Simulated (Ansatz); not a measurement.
Species: methylsilane, CH₆Si (charge 0, singlet). 
Structure (B3LYP-D3(BJ)/def2-TZVP (Ansatz, a first-principles code) minimum search):
```
Si
H 1 1.4834
H 1 1.4834 2 108.30
H 1 1.4834 2 108.30 3 -117.24
C 1 1.8761 2 110.62 4 -121.38
H 5 1.0915 1 110.87 2 60.00
H 5 1.0915 6 108.04 1 -121.68
H 5 1.0915 6 108.04 7 -116.65
```

Basis-set convergence of Hartree-Fock and MP2 correlation energies (hartree) with Ansatz. Correlated levels leave the core frozen unless marked. No spin-orbit coupling. Non-relativistic.

| basis | functions | E(HF) | E(corr, MP2) |
|---|---|---|---|
| def2-SVP | 62 | -330.17328 | -0.25730 |
| def2-TZVPP | 157 | ? | ? |

Fill in the missing entries.


- def2-TZVPP, E(HF): -330.32154
- def2-TZVPP, E(corr, MP2): -0.31819
